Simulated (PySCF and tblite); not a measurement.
C₅H₇N, numbered as in [CH2:1]=[CH:2][CH2:3][CH2:4][C:5]#[N:6].

Level: PBE0-D3(BJ)/def2-TZVP//PBE0-D3(BJ)/def2-SVP, thermal terms from GFN2-xTB, symmetry numbers and mirror pairs counted. Conformers within 4 kcal/mol (GFN2-xTB free energy) were kept, 7 at most. GIAO shieldings: PBE0/pcSseg-1. Shifts are against TMS (¹H), TMS (¹³C), NH3 (¹⁵N) at the same level. (PySCF 2.14, tblite 0.8.)

Torsions listed: C1–C2–C3–C4, C2–C3–C4–C5. Of a mirror pair one member is shown.

| conformer | shape | symmetry | E(GFN2) kcal/mol | E(DFT) kcal/mol |
| --- | --- | --- | --- | --- |
| 1 | 118°, 62° | C1 (pair) | 0.02 | 0.00 |
| 2 | -119°, -178° | C1 (pair) | 0.00 | 0.12 |
| 3 | 115°, -65° | C1 (pair) | 0.24 | 0.40 |
| 4 | 0°, 180° | Cs | 0.47 | 0.12 |
| 5 | 1°, -68° | C1 (pair) | 0.70 | 0.59 |

Q: How much do the weights at 298.15 K and the averaged shift of H2 depend on how the conformers are weighted?

A: 
```json
{"weighting": "DFT energy with thermal terms, symmetry and mirror images (full scheme)", "1 (%)": "32", "2 (%)": "29", "3 (%)": "17", "4 (%)": "12", "5 (%)": "9", "δ (ppm)": "6.11", "rms dipole (D)": "4.03"}
{"weighting": "DFT energy with symmetry and mirror images", "1 (%)": "32", "2 (%)": "26", "3 (%)": "16", "4 (%)": "13", "5 (%)": "12", "δ (ppm)": "6.11", "rms dipole (D)": "4.03"}
{"weighting": "bare DFT energy", "1 (%)": "29", "2 (%)": "23", "3 (%)": "14", "4 (%)": "23", "5 (%)": "10", "δ (ppm)": "6.13", "rms dipole (D)": "4.03"}
{"weighting": "GFN2-xTB energy with symmetry and mirror images", "1 (%)": "30", "2 (%)": "32", "3 (%)": "21", "4 (%)": "7", "5 (%)": "10", "δ (ppm)": "6.07", "rms dipole (D)": "4.03"}
{"weighting": "GFN2-xTB free energy", "1 (%)": "30", "2 (%)": "34", "3 (%)": "22", "4 (%)": "7", "5 (%)": "8", "δ (ppm)": "6.06", "rms dipole (D)": "4.03"}
{"weighting": "leading conformer alone", "1 (%)": "100", "2 (%)": "0", "3 (%)": "0", "4 (%)": "0", "5 (%)": "0", "δ (ppm)": "6.43", "rms dipole (D)": "3.99"}
{"weighting": "equal weights", "1 (%)": "20", "2 (%)": "20", "3 (%)": "20", "4 (%)": "20", "5 (%)": "20", "δ (ppm)": "6.09", "rms dipole (D)": "4.04"}
{"weighting": "full scheme, search stopped after three starts", "1 (%)": "0", "2 (%)": "100", "3 (%)": "0", "4 (%)": "0", "5 (%)": "0", "δ (ppm)": "5.84", "rms dipole (D)": "4.05"}
```

The largest departure from the full scheme, 0.33 ppm, comes with: leading conformer alone.


¹⁵N shifts are against a computed isolated NH3 molecule, about 20 ppm from the liquid.